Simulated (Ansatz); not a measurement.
Cost against result

Saddle point of SiNH₇O, closed shell (SiNH₅ ([NH2][SiH3]) + H₂O → SiNH₅O ([NH2][SiH2][OH]) + H₂; bonds formed: Si1–O7, H2–H6; bonds broken: Si1–H2, H6–O7), PBE0-D4/def2-TZVP structure:

```
atom    x (Å)    y (Å)    z (Å)
 Si1  -0.5369  -0.1023  -0.1763
  H2   0.7807  -1.2075  -0.5019
  H3  -1.4686  -1.0535  -0.8350
  H4  -1.3556   1.1615  -0.1060
  N5  -0.0533  -0.1488   1.4606
  H6   1.0814  -0.2809  -1.1613
  O7   0.5768   0.6557  -1.4802
  H8  -0.5387   0.3960   2.1543
  H9   0.5038  -0.8917   1.8462
 H10   1.0104   1.4713  -1.2004
```

Barriers are electronic and count from the start structure reached by relaxing down the imaginary mode.

Ansatz 0.2.0; basis: as named in each row; cores frozen in the correlated methods. B3LYP uses VWN-RPA correlation. Extrapolation: Hartree–Fock as exp(−7.88 √X), correlation as X^−2.97.

Times are rough, for one single point on 2 threads of a shared host (Arm Neoverse V2).

The estimate by CCSD(T) at an estimated basis limit (MP2 extrapolated from triple and quadruple zeta, plus CCSD(T) − MP2 in triple zeta) is 141.9 kJ/mol.

```
      method       basis  time (s)  barrier (kJ/mol)  method less estimate
       SPW92  def2-TZVPP         1              73.2                 -68.7
      PBE-D4  def2-TZVPP         2             110.2                 -31.8
     BLYP-D4  def2-TZVPP         2             128.0                 -13.9
    BHLYP-D4  def2-TZVPP         2             151.8                   9.9
    B3LYP-D4  def2-TZVPP         3             136.5                  -5.5
     PBE0-D4  def2-TZVPP         3             123.6                 -18.4
CAM-B3LYP-D4  def2-TZVPP         3             135.8                  -6.1
   r2SCAN-D4  def2-TZVPP         4             118.0                 -23.9
      B2PLYP  def2-TZVPP         5             140.8                  -1.1
  RPA on PBE  def2-TZVPP         5             145.8                   3.9
  r2SCAN0-D4  def2-TZVPP         5             127.7                 -14.3
    PBE-QIDH  def2-TZVPP         5             133.5                  -8.4
     wB97X-V  def2-TZVPP         8             137.1                  -4.9
     wB97M-V  def2-TZVPP         8             132.5                  -9.5
      B97M-V  def2-TZVPP         8             125.7                 -16.3
         MP2  def2-QZVPP        25             136.0                  -6.0
     CCSD(T)  def2-TZVPP        62             142.9                   1.0
```

All methods are single points on the PBE0-D4 structures.

No T1 diagnostic of these runs exceeds 0.012.

Labels in which every atom is bracketed show which atoms are joined, not bond orders.
